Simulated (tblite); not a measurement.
tert-butyl methyl ether, C₅H₁₂O.
Numbering: `[CH3:1][O:2][C:3]([CH3:4])([CH3:5])[CH3:6]` (hydrogens: H7, H8, H9 on C1; H10, H11, H12 on C4; H13, H14, H15 on C5; H16, H17, H18 on C6)

Computed with GFN2-xTB (tblite), gas phase: Langevin dynamics at 400 K from the optimised GFN2-xTB geometry, time step 0.5 fs, friction 0.01 fs⁻¹, 2000 steps.

Start geometry:
```
atom  x, y, z in Å
C1      2.057    0.416    0.351
O2      0.764    0.520    0.886
C3     -0.323    0.015    0.108
C4     -0.192   -1.494   -0.139
C5     -1.552    0.289    0.980
C6     -0.462    0.757   -1.228
H7      2.357   -0.624    0.186
H8      2.716    0.857    1.099
H9      2.167    0.973   -0.586
H10    -1.117   -1.876   -0.562
H11     0.615   -1.714   -0.834
H12     0.003   -2.008    0.799
H13    -1.444   -0.221    1.934
H14    -2.456   -0.058    0.488
H15    -1.634    1.355    1.171
H16     0.351    0.508   -1.906
H17    -0.460    1.831   -1.056
H18    -1.399    0.480   -1.703
```

The statistics below take the 31 frames saved every 25 fs from 250 to 1000 fs; their kinetic temperature (all 3N coordinates) averages 379 K.

Task: How do the bond lengths spread?

Result: 
```tsv
bond	start (Å)	mean (Å)	standard deviation (Å)	shortest (Å)	longest (Å)
C1–O2	1.404	1.412	0.027	1.346	1.479
O2–C3	1.428	1.440	0.038	1.335	1.529
C3–C4	1.535	1.530	0.033	1.442	1.585
C3–C5	1.532	1.553	0.041	1.464	1.653
C3–C6	1.535	1.547	0.041	1.459	1.643
C1–H7	1.095	1.102	0.031	1.040	1.172
C1–H8	1.089	1.103	0.033	1.043	1.185
C1–H9	1.095	1.094	0.025	1.037	1.147
C4–H10	1.086	1.100	0.039	1.028	1.169
C4–H11	1.088	1.093	0.025	1.052	1.146
C4–H12	1.088	1.096	0.041	1.032	1.185
C5–H13	1.086	1.088	0.035	1.022	1.180
C5–H14	1.086	1.089	0.034	1.009	1.154
C5–H15	1.086	1.089	0.021	1.044	1.128
C6–H16	1.088	1.086	0.031	1.027	1.162
C6–H17	1.088	1.091	0.027	1.044	1.147
C6–H18	1.087	1.095	0.040	1.012	1.189
```

Task: Give the same statistics for bond angles, one of each kind among heavy atoms.

Result: 
| angle | start (°) | mean (°) | standard deviation (°) | smallest (°) | largest (°) |
| --- | --- | --- | --- | --- | --- |
| C1–O2–C3 | 117.8 | 119.2 | 4.2 | 109.3 | 127.1 |
| O2–C3–C4 | 111.8 | 112.6 | 4.5 | 104.2 | 121.4 |
| O2–C3–C5 | 103.7 | 102.8 | 3.2 | 96.8 | 110.7 |
| C4–C3–C5 | 109.6 | 109.9 | 3.9 | 104.2 | 119.2 |

Task: How far does each atom move about its mean position (frames aligned on the start, all atoms weighted alike), and what rms force does it feel?

Result: 
```
atom  rms displacement (Å)  rms force (eV/Å)
  C1                  0.15              1.77
  O2                  0.28              1.40
  C3                  0.11              2.41
  C4                  0.12              2.20
  C5                  0.12              2.14
  C6                  0.17              2.33
  H7                  0.67              1.05
  H8                  0.71              1.07
  H9                  0.66              0.89
 H10                  0.78              1.35
 H11                  0.69              0.95
 H12                  0.70              1.34
 H13                  0.34              1.22
 H14                  0.34              1.17
 H15                  0.36              0.87
 H16                  0.92              1.16
 H17                  0.94              1.03
 H18                  0.84              1.36
```

The displacements run from 0.11 to 0.94 Å, the largest at H17.

Task: Follow the torsion C1–O2–C3–C4 through every second one of these frames.

Result: 
| t (fs) | C1–O2–C3–C4 (°) |
| --- | --- |
| 250 | 66 |
| 300 | 81 |
| 350 | 75 |
| 400 | 67 |
| 450 | 65 |
| 500 | 61 |
| 550 | 64 |
| 600 | 48 |
| 650 | 52 |
| 700 | 62 |
| 750 | 79 |
| 800 | 86 |
| 850 | 59 |
| 900 | 36 |
| 950 | -1 |
| 1000 | -9 |

Largest departure from the start value over all these frames: C1–O2–C3–C4 71° (start 62°).

Task: How widely does the potential energy scatter, against a harmonic estimate?

Result: Mean 0.79 eV above the start, standard deviation 0.190 eV, range 0.56 to 1.27 eV. For 48 classical harmonic modes at 400 K the canonical values are 48kT/2 = 0.83 eV and kT·√(48/2) = 0.169 eV.

The run is classical and short, so these are rough statistics of one trajectory.

What follows is the cost of the whole dynamics run. Hardware: one thread of an AMD EPYC, shared host. Cost: 30 s of wall time, 0.18 GiB resident at most.
